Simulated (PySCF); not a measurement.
1-chloro-2-methoxypropane, C4H9ClO.
Numbering: `[CH3:1][O:2][C@H:3]([CH3:4])[CH2:5][Cl:6]` (hydrogens: H7, H8, H9 on C1; H10 on C3; H11, H12, H13 on C4; H14, H15 on C5)

The calculation used core-valence-separated Tamm–Dancoff BHandHLYP/aug-pcX-1 (pcseg-1 on H, def2-SVPD on Cl) in PySCF, non-relativistic, gas phase, PBE0-D3(BJ)/def2-SVP geometry.

Computed oxygen K-edge spectrum, Gaussian lines of 0.4 eV full width, highest printed point 100; it ends one width below the last computed root. The energies are unshifted.

(photon energy (eV), absorption): (533.2, 0), (533.3, 2), (533.4, 7), (533.5, 18), (533.6, 32), (533.7, 44), (533.8, 47), (533.9, 44), (534.0, 37), (534.1, 29), (534.2, 29), (534.3, 46), (534.4, 76), (534.5, 100), (534.6, 98), (534.7, 76), (534.8, 53), (534.9, 44), (535.0, 46), (535.1, 49), (535.2, 45), (535.3, 36)

Problem. Where are the maxima, and which lines make them up?

Solution. 3 maxima:
- 533.8 eV: O2 (ether oxygen), 533.71 eV, f = 0.010, 74 % of the height at the exact maximum; O2 (ether oxygen), 534.00 eV, f = 0.007, 26 % of the height at the exact maximum
- 534.5 eV: O2 (ether oxygen), 534.53 eV, f = 0.025, 92 % of the height at the exact maximum
- 535.1 eV: O2 (ether oxygen), 535.13 eV, f = 0.011, 86 % of the height at the exact maximum

Further lines of some strength in the range: O2, 534.71 eV, f = 0.002; O2, 534.86 eV, f = 0.004.

Roots within 0.03 eV on the same or equivalent atoms count as one line; shares under 12 % aren't listed.

Vibrational structure and lifetime widths aren't in the curve. The ionisation threshold wasn't computed; near and above it a finite basis only mimics Rydberg series and continuum.

Shape of the structure used: `[CH3:1][O:2][C@H:3]([CH3:4])[CH2:5][Cl:6]`: C1–O2–C3–C4 -75°, O2–C3–C5–Cl6 -173°.

One conformer stands for the species.
